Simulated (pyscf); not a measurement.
Routes from F–C:–F [singlet] + H₂C=CH₂

Candidate steps break at most two bonds and form at most two. Each was searched with GFN2-xTB (tblite) first. Optimised with ωB97X-D3(BJ)/def2-SVP in PySCF. MP2 and CC: frozen core, UHF for open shells. ΔMP2 is the change of the MP2 total energy from the triple- to the quadruple-zeta basis. Energies: CCSD(T)/def2-TZVPP + ΔMP2(QZVPP), kcal/mol, from the separated reactants, singlet surface; ΔG‡ with ideal gas, 1 atm, RRHO with modes under 100 cm⁻¹ raised to 100, one conformer, R ln 2 for chiral ones without a mode under 150 cm⁻¹.

| products | type | ΔE‡ | ΔE | ΔG‡ 298 K | ΔG‡ 900 K | ν‡ (cm⁻¹) |
|---|---|---|---|---|---|---|
| cyclic C₃H₄F₂ (SMILES FC1(F)CC1) | cycloaddition | 10.0 | -49.8 | 21.7 | 43.3 | 506i |
| H₂C=CH–CH(F)–F | insertion | 36.7 | -60.8 | 46.7 | 67.4 | 1463i |

Plain bond fissions and candidates not yet searched are not listed, and one of them may be faster. Each barrier is that of the saddle found; lower ones may exist. One closed-shell reference is unstable to symmetry breaking; treat the single-reference values with care. The CCSD(T) − MP2 part came from Ansatz, without density fitting, on the same reference.
